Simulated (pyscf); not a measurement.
Structures and frequencies: ωB97X-D3(BJ)/def2-SVP in PySCF.

**Question.** For H₃C–TeH (SMILES C[TeH]) + TeH₂ (SMILES [TeH2]) → H₃C–Te–TeH (SMILES C[Te][TeH]) + H₂ (SMILES [H][H]), a four-centre exchange (singlet surface; H–Te, H–Te broken, Te–Te, H–H formed), PBE/def2-TZVP gives ΔE‡ = 1.79 eV and ΔE = -0.57 eV (zero: the separated reactants). In which direction and how far do PBE0-D3(BJ)/def2-TZVP, M06-2X/def2-TZVP, ωB97M-D3(BJ)/def2-TZVP move these?

**Answer.** PBE0-D3(BJ): ΔE‡ = 2.04 eV, ΔE = -0.60 eV; M06-2X: ΔE‡ = 2.34 eV, ΔE = -0.65 eV; ωB97M-D3(BJ): ΔE‡ = 2.52 eV, ΔE = -0.45 eV. PBE's barrier lies under all of them, by 0.25 to 0.73 eV. Its reaction energy lies among theirs. Low barriers are usual for a GGA, whose delocalisation error favours stretched bonds. On the reactant side the descent ends in a complex (not fully relaxed), 0.20 eV under the separated species and 2.51 eV under the saddle at ωB97X-D3(BJ)/def2-TZVP. At ωB97X-D3(BJ)/def2-TZVP the barrier from the zero used here is 2.31 eV. From the product side, H₃C–Te• + TeH• + H₂ lies, by one bond made or cut, 0.95 eV under this saddle at ωB97M-D3(BJ)/def2-TZVP. This is the saddle that the search found; another between the same sides may lie lower. One closed-shell reference is unstable to symmetry breaking; treat the single-reference values with care. Elements past Kr carry the def2 core potentials, without spin-orbit coupling.
